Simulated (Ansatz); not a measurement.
Silicon tetrachloride, Cl₄Si, 5 atoms. Charge 0, multiplicity 1. All runs use 2 threads of a server CPU on a shared host. Correlated methods freeze the cores.

(1) Give the basis size and wall time and peak host memory of each of these runs in Ansatz. RHF-MP2/def2-QZVPP energy; direct RPA on PBE orbitals/def2-TZVPP energy; RKS r2SCAN-D4/def2-TZVPP energy and forces; RHF-CCSD(T)/def2-SVP energy; RKS PBE0-D4/def2-TZVP frequencies; RKS PBE0-D4/def2-TZVP relaxation (4 steps); RKS PBE-D4/def2-TZVPP energy and forces; RKS PBE0-D4/def2-QZVPP energy; RKS ωB97M-V/def2-SVP energy; RKS ωB97M-V/def2-QZVPP energy; RKS BLYP-D4/def2-TZVPP energy; RKS r2SCAN0-D4/def2-TZVPP energy. (An estimate is asked.)

## Answers

(1) The calculation gave: Other jobs shared the machine, so times are rough.

| level | job | functions | wall time | peak host memory (GiB) |
| --- | --- | --- | --- | --- |
| RHF-CCSD(T)/def2-SVP | energy | 90 | 1.7 s | 0.21 |
| RKS BLYP-D4/def2-TZVPP | energy | 210 | 2.1 s | 0.32 |
| RKS PBE-D4/def2-TZVPP | energy and forces | 210 | 2.4 s | 0.32 |
| RKS ωB97M-V/def2-SVP | energy | 90 | 4.1 s | 0.29 |
| direct RPA on PBE orbitals/def2-TZVPP | energy | 210 | 4.2 s | 0.41 |
| RKS r2SCAN-D4/def2-TZVPP | energy and forces | 210 | 4.7 s | 0.35 |
| RKS r2SCAN0-D4/def2-TZVPP | energy | 210 | 6.5 s | 0.78 |
| RKS PBE0-D4/def2-QZVPP | energy | 350 | 11 s | 1.5 |
| RHF-MP2/def2-QZVPP | energy | 350 | 15 s | 1.4 |
| RKS PBE0-D4/def2-TZVP | relaxation (4 steps) | 185 | 19 s | 0.62 |
| RKS ωB97M-V/def2-QZVPP | energy | 350 | 20 s | 1.5 |
| RKS PBE0-D4/def2-TZVP | frequencies | 185 | 97 s | 0.62 |
